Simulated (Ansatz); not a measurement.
bcc Ba was calculated with PBEsol (plane waves, PAW; Ansatz, a first-principles code).

Settings: plane-wave cutoff 520 eV, 16×16×16 k mesh, Fermi–Dirac smearing 0.05 eV, scalar-relativistic PAW data made under PBE.

Energies at three volumes about the minimum:

```csv
V (Å³/atom),E − E_lowest (meV/atom)
57.132,0.50
58.298,0.00
59.464,0.82
```

Question: Fit a parabola by hand: where is the minimum, what lattice constant follows, and what is the bulk modulus?

Answer: Slopes: (0.00 − 0.50)/(58.298 − 57.132) = -0.429 and (0.82 − 0.00)/(59.464 − 58.298) = 0.703 meV/Å³. Curvature E″ = 2 × (0.703 − (-0.429))/(59.464 − 57.132) = 0.971 meV/Å⁶. From the middle of the first interval, the slope vanishes at V0 = 57.7150 − (-0.429)/0.971 = 58.157 Å³/atom. B = V0 E″ = 58.157 × 0.971 meV/Å³ × 0.1602 GPa per meV/Å³ = 9.05 GPa. With 2 atoms in the cube, a = (2 × 58.157)^(1/3) = 4.881 Å. The full Birch–Murnaghan fit to all volumes gives V0 = 58.141 Å³/atom and B0 = 9.16 GPa.

Measured, for comparison: bulk modulus 9.34 GPa (corrected for temperature and zero-point phonon effects, our sources range from 9.34 to 10.6; as tabulated in Levämäki et al. (2014), arXiv:1402.3671); lattice constant a 4.995 Å (low-temperature or extrapolated to 0 K; zero-point anharmonic expansion removed, our sources range from 4.995 to 5.004; as tabulated in Csonka et al. (2009), arXiv:0903.4037). Computed (rounded) less measured: bulk modulus -2 % (-2 % to -14 % over the range).
